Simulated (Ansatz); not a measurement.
Rock-salt LiF, treated with G0W0@PBE in Ansatz (hard PAW, contour deformation).

The same calculation (at the measured cell, 8.158 Å³/atom) with different numerical settings; throughout: k mesh 2×2×2:

```
run  response cutoff (eV)  empty bands  quasiparticle gap on the mesh (eV)  quasiparticle gap at Γ (eV)      rough time
---  --------------------  -----------  ----------------------------------  ---------------------------  --------------
1                     100           68                              12.737                       12.737  under 3 core-s
2                     150          125                              12.914                       12.914  under 3 core-s
3                     200          193                              13.093                       13.093        5 core-s
4                     250          269                              13.198                       13.198        7 core-s
5                     300          354                              13.261                       13.261       20 core-s
6                     400          545                                   …                            …       30 core-s
```

Question: Fill in the missing entries.

Answer: 
- 6, quasiparticle gap on the mesh (eV): 13.366
- 6, quasiparticle gap at Γ (eV): 13.366

In the column quasiparticle gap on the mesh (eV) the first row differs from the last by -0.629 and the next to last by -0.105.

The last row is no converged limit: other settings stay fixed.

Ansatz is a program for electronic structure.
